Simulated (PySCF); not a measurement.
H₂O₂, singlet, at a GFN2-xTB geometry of the parent state; MP2/6-31G (PySCF).

PySCF was given this input:
```python
from pyscf import gto, scf, mp

mol = gto.M(
    atom='''
O    -0.590657   -0.019005    0.259309
O     0.590657    0.019005   -0.259309
H    -1.289471   -0.034173   -0.463518
H     1.289471    0.034173    0.463518
''',
    basis='6-31g',
    charge=0,
    spin=0,
    verbose=4,
)

mf = scf.RHF(mol)
mf.kernel()

pt = mp.MP2(mf)
pt.kernel()
print('E(MP2) = %.10f' % pt.e_tot)
mf.analyze()
```

What the program printed (banner, timings and long lists left out):

```
PySCF version 2.14.0

[INPUT] verbose = 4
[INPUT] num. atoms = 4
[INPUT] num. electrons = 18
[INPUT] charge = 0
[INPUT] spin (= nelec alpha-beta = 2S) = 0
[INPUT] symmetry False subgroup None
[INPUT] Mole.unit = angstrom
[INPUT] Symbol           X                Y                Z      unit          X                Y                Z       unit  Magmom
[INPUT]  1 O     -0.590657000000  -0.019005000000   0.259309000000 AA   -1.116179963557  -0.035914244997   0.490022991635 Bohr   0.0
[INPUT]  2 O      0.590657000000   0.019005000000  -0.259309000000 AA    1.116179963557   0.035914244997  -0.490022991635 Bohr   0.0
[INPUT]  3 H     -1.289471000000  -0.034173000000  -0.463518000000 AA   -2.436747035569  -0.064577610855  -0.875922073806 Bohr   0.0
[INPUT]  4 H      1.289471000000   0.034173000000   0.463518000000 AA    2.436747035569   0.064577610855   0.875922073806 Bohr   0.0

nuclear repulsion = 39.3281756076488
number of shells = 14
number of NR pGTOs = 52
number of NR cGTOs = 22
basis = 6-31g
ecp = {}

******** <class 'pyscf.scf.hf.RHF'> ********
method = RHF
initial guess = minao
damping factor = 0
level_shift factor = 0
DIIS = <class 'pyscf.scf.diis.CDIIS'>
diis_start_cycle = 1
diis_space = 8
diis_damp = 0
SCF conv_tol = 1e-09
SCF conv_tol_grad = None
SCF max_cycles = 50
direct_scf = True
direct_scf_tol = 1e-13
Set gradient conv threshold to 3.16228e-05
Initial guess from minao.
init E= -150.876839508559
  HOMO = -0.283539208847028  LUMO = 0.108732054587265  gap/eV = 10.67424
cycle= 1 E= -150.659847325963  delta_E= 0.217  |g|= 0.275  |ddm|= 1.89
  HOMO = -0.387838886432296  LUMO = 0.197531579495312  gap/eV = 15.92874
cycle= 2 E= -150.678835511139  delta_E= -0.019  |g|= 0.0812  |ddm|= 0.309
  HOMO = -0.424509230532472  LUMO = 0.196669683702781  gap/eV = 16.90314
cycle= 3 E= -150.680329737238  delta_E= -0.00149  |g|= 0.0298  |ddm|= 0.0834
  HOMO = -0.416197255235909  LUMO = 0.201105554883965  gap/eV = 16.79767
cycle= 4 E= -150.680559665866  delta_E= -0.00023  |g|= 0.00463  |ddm|= 0.0265
  HOMO = -0.417741726083976  LUMO = 0.200821516857717  gap/eV = 16.83196
cycle= 5 E= -150.6805693065  delta_E= -9.64e-06  |g|= 0.000625  |ddm|= 0.00718
  HOMO = -0.417899578039107  LUMO = 0.200755033733819  gap/eV = 16.83445
cycle= 6 E= -150.680569537761  delta_E= -2.31e-07  |g|= 0.000102  |ddm|= 0.0012
  HOMO = -0.417909498185656  LUMO = 0.200753928968265  gap/eV = 16.83469
cycle= 7 E= -150.680569543906  delta_E= -6.14e-09  |g|= 1.53e-05  |ddm|= 0.000191
  HOMO = -0.417906114604182  LUMO = 0.200753245167257  gap/eV = 16.83458
cycle= 8 E= -150.680569544051  delta_E= -1.45e-10  |g|= 1.59e-06  |ddm|= 2.83e-05
  HOMO = -0.417906139711173  LUMO = 0.200753139350938  gap/eV = 16.83458
Extra cycle  E= -150.680569544053  delta_E= -1.71e-12  |g|= 6.69e-07  |ddm|= 2.69e-06
converged SCF energy = -150.680569544053

******** <class 'pyscf.mp.mp2.RMP2'> ********
nocc = 9, nmo = 22
E(RMP2) = -150.924727906748  E_corr = -0.24415836269518
E(SCS-RMP2) = -150.922235241599  E_corr = -0.241665697546114
E_corr(same-spin) = -0.059220389640117
E_corr(oppo-spin) = -0.184937973055063
E(MP2) = -150.9247279067
**** SCF Summaries ****
Total Energy =                        -150.680569544053043
Nuclear Repulsion Energy =              39.328175607648781
One-electron Energy =                 -286.083188182985623
Two-electron Energy =                   96.074443031283820
Two-electron Coulomb Energy =          113.228404631091124
DFT Exchange-Correlation Energy =      -17.153961599807303
HOMO-LUMO gap [eV] =                    16.834576457414002
**** MO energy ****
MO #1   energy= -20.6126901117613  occ= 2
MO #2   energy= -20.6123095335605  occ= 2
MO #3   energy= -1.55559371290348  occ= 2
MO #4   energy= -1.1707512838876   occ= 2
MO #5   energy= -0.72068559361924  occ= 2
MO #6   energy= -0.720309786288638 occ= 2
MO #7   energy= -0.662474323451    occ= 2
MO #8   energy= -0.494431904243962 occ= 2
MO #9   energy= -0.417906139711173 occ= 2
MO #10  energy= 0.200753139350938  occ= 0
MO #11  energy= 0.219204368064254  occ= 0
MO #12  energy= 0.430147065679808  occ= 0
MO #13  energy= 1.01843035226082   occ= 0
MO #14  energy= 1.0818664479415    occ= 0
MO #15  energy= 1.13079127351199   occ= 0
MO #16  energy= 1.14110094940464   occ= 0
MO #17  energy= 1.22545781898332   occ= 0
 ** Mulliken pop on meta-lowdin orthogonal AOs  **
 ** Mulliken pop  **
pop of  0 O 1s            1.99999
pop of  0 O 2s            1.66079
pop of  0 O 3s            0.00553
pop of  0 O 2px           1.06307
pop of  0 O 2py           1.99633
pop of  0 O 2pz           1.61522
pop of  0 O 3px           0.00539
pop of  0 O 3py           0.00284
pop of  0 O 3pz           0.00115
pop of  1 O 1s            1.99999
pop of  1 O 2s            1.66079
pop of  1 O 3s            0.00553
pop of  1 O 2px           1.06307
pop of  1 O 2py           1.99633
pop of  1 O 2pz           1.61522
pop of  1 O 3px           0.00539
pop of  1 O 3py           0.00284
pop of  1 O 3pz           0.00115
pop of  2 H 1s            0.63138
pop of  2 H 2s            0.01830
pop of  3 H 1s            0.63138
pop of  3 H 2s            0.01830
 ** Mulliken atomic charges  **
charge of    0O =     -0.35031
charge of    1O =     -0.35031
charge of    2H =      0.35031
charge of    3H =      0.35031
Dipole moment(X, Y, Z, Debye):  0.00000,  0.00000, -0.00000
```
